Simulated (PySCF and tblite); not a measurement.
The numbers below are computed, except where a source is named.
C2H4F3N, numbered as in [NH2:1][CH2:2][C:3]([F:4])([F:5])[F:6].

Search: ETKDG and KDG, MMFF94s, GFN2-xTB, 60 starts; geometries at PBE0-D3(BJ)/def2-SVP. Weights use CAM-B3LYP-D3(BJ)/def2-TZVP (IEF-PCM, dimethylsulfoxide) energies plus GFN2-xTB zero-point and thermal terms (modes under about 100 cm⁻¹ blended into free rotors). Symmetry numbers and mirror images are counted. Conformers within 3 kcal/mol (GFN2-xTB free energy) were kept, 4 at most. (PySCF 2.14, tblite 0.8.)

Rotational constants are equilibrium values for the commonest isotopes; dipoles come from the energy level named and are polarised by its solvent model.

Torsions listed: H1–N1–C2–C3. Of a mirror pair one member is shown.

```json
{"conformer": "1", "shape": "-59°", "symmetry": "Cs"}
{"conformer": "2", "shape": "-170°", "symmetry": "C1 (pair)"}
```

Question: Give the rotational constants and dipole components.

Answer: 
```
conformer  A (MHz)  B (MHz)  C (MHz)  abs μa (D)  abs μb (D)  abs μc (D)      κ  Ic−Ia−Ib (u Å²)
        1     5302     2820     2798        1.06        0.17        0.00  -0.98            -94.0
        2     5327     2827     2793        2.84        2.10        1.56  -0.97            -92.7
```

Question: Which type of transition is strongest for conformer 1?

Answer: a-type, since that component is clearly the largest; the top is near-prolate.
